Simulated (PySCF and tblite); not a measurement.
The numbers below are computed, except where a source is named.
# Conformers and averaged properties: 1,3-dichloropropane, C3H6Cl2, numbered as in [Cl:1][CH2:2][CH2:3][CH2:4][Cl:5]

Conformers came from 90 starts (ETKDG and KDG, MMFF94s, GFN2-xTB); geometries are GFN2-xTB. Weights use TPSS-D3(BJ)/def2-TZVP energies plus GFN2-xTB zero-point and thermal terms (modes under about 100 cm⁻¹ blended into free rotors). Symmetry numbers and mirror images are counted. Conformers within 3 kcal/mol (GFN2-xTB free energy) were kept, 10 at most. GIAO shieldings: PBE0/pcSseg-1. Shifts are against TMS (¹H), TMS (¹³C) at the same level. (PySCF 2.14, tblite 0.8.)

Torsions listed: Cl1–C2–C3–C4, C2–C3–C4–Cl5. Of a mirror pair one member is shown.

```
conformer        shape   symmetry  E(GFN2) kcal/mol  E(DFT) kcal/mol  G(298.15 K) kcal/mol  weight %  dipole D
        1     67°, 67°  C2 (pair)              0.00             0.00                  0.00      63.7      2.04
        2  -63°, -177°  C1 (pair)              0.52             0.97                  0.38      33.4      2.05
        3   180°, 180°        C2v              1.48             1.79                  1.84       2.9      1.88
        4    75°, -75°         Cs              2.64             4.79                  4.60       0.0      3.55
```

Weights (%) against temperature:

```json
{"T (K)": "180", "1": "84.4", "2": "15.1", "3": "0.5", "4": "0.0", "S(mix) cal/mol/K": "2.28"}
{"T (K)": "230", "1": "74.6", "2": "24.0", "3": "1.4", "4": "0.0", "S(mix) cal/mol/K": "2.59"}
{"T (K)": "298.15", "1": "63.7", "2": "33.4", "3": "2.9", "4": "0.0", "S(mix) cal/mol/K": "2.84"}
{"T (K)": "330", "1": "59.7", "2": "36.6", "3": "3.6", "4": "0.1", "S(mix) cal/mol/K": "2.92"}
{"T (K)": "400", "1": "52.8", "2": "41.9", "3": "5.1", "4": "0.2", "S(mix) cal/mol/K": "3.02"}
```

Averaged shifts at 298.15 K. ¹H: 3.80 (H2/H4, 4H), 1.94 (H3, 2H) ppm. ¹³C: 47.7 (C2/C4), 40.5 (C3) ppm.

Coordinates of conformer 1 (Å):

```xyz
11

Cl   -1.893   -0.240   -1.371
C    -1.217    0.324    0.184
C     0.057   -0.434    0.523
C     1.192   -0.117   -0.438
Cl    1.718    1.580   -0.254
H    -1.020    1.390    0.077
H    -1.986    0.159    0.937
H     0.353   -0.172    1.540
H    -0.136   -1.509    0.485
H     2.063   -0.738   -0.238
H     0.873   -0.241   -1.473
```

Shifts are unscaled: against experiment ¹³C can be off by 15 ppm or more and ¹H by 0.8 ppm.

Search and properties took 2.1 min on 1 thread of Arm Neoverse V1 (shared host) (rough), launched as `OMP_NUM_THREADS=1 python ens_run.py task.json out`.
